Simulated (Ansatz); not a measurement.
in.yaml

```yaml
crystal:
  periodic: [false, false, false]
  atoms:
    - {symbol: Al, position_ang: [0.000509, 0.005896, 0.680112]}
    - {symbol: F, position_ang: [-0.000325, -0.010247, -0.999599]}
    - {symbol: H, position_ang: [0.047639, -1.851741, 0.302731]}
    - {symbol: H, position_ang: [-0.055137, 1.887053, 0.332534]}
basis:
  gaussian: {orbitals: def2-SVP, fitting: {mean_field: def2-universal-jkfit}}
magnetization: {spin_polarized: false, initial_magnetization: 2}
hamiltonian: {xc: hf}
output: {orbitals: {seedname: orbitals}}
```

```sh
$ ansatz run in.yaml --threads 1 --pin off --events-out ev --progress --plain --max-ram 2393MiB
```

Problem. Roughly how long does this take on 1 thread of Arm Neoverse V2, shared host, and how much host memory?

Solution. 0.21 s wall and 0.16 GiB.

```
241 factors; integrals over basis functions are off by at most 4.8e-1 eV
mean field evaluation 1: about -9310.4616 eV, gradient 2.8e1 eV
mean field evaluation 2: about -9311.2615 eV, gradient 2.4e1 eV
mean field evaluation 4: about -9312.4444 eV, gradient 1.3e0 eV
mean field evaluation 8: about -9312.4964 eV, gradient 1.2e-5 eV
mean field evaluation 16: about -9312.3756 eV, gradient 4.9e-1 eV
mean field evaluation 32: about -9312.3719 eV, gradient 1.0e0 eV
mean field -9312.49635701 eV, -342.2279288835 hartree, gradient 1.2e-5 eV, S^2 2.000000; 0 other end points of the search recorded, 0 dependent functions left out
reference -9312.49635701 eV, -342.2279288835 hartree; 13, 11 occupied and 29, 31 virtual orbitals, 241 factors
Total energy: -9312.49635701 eV, -342.2279288835 hartree
```
